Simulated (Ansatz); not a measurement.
System: naphthalene C10H8. Method: PBE-D3(BJ) (PAW; Ansatz, an electronic-structure program).

Run with plane-wave cutoff 500 eV, 4×4×4 k mesh, gaussian smearing 0.02 eV, scalar-relativistic PAW data made under PBE.

Computed at the level's own relaxed cell.

**Question.** Predict the volume per atom.

**Answer.** 
* **volume per atom**: 9.43 Å³/atom

Measured, for comparison: equilibrium volume per atom 9.47 Å³/atom (10 K, zero-point motion not removed, unit-cell volume / atoms in the cell; as tabulated in Loboda et al. (2018), arXiv:1809.09959). Computed (rounded) less measured: equilibrium volume per atom -0.4 %.

The computed numbers hold no vibrational or temperature effects.

It cost about 10 core-minutes (a rough figure) of CPU time.
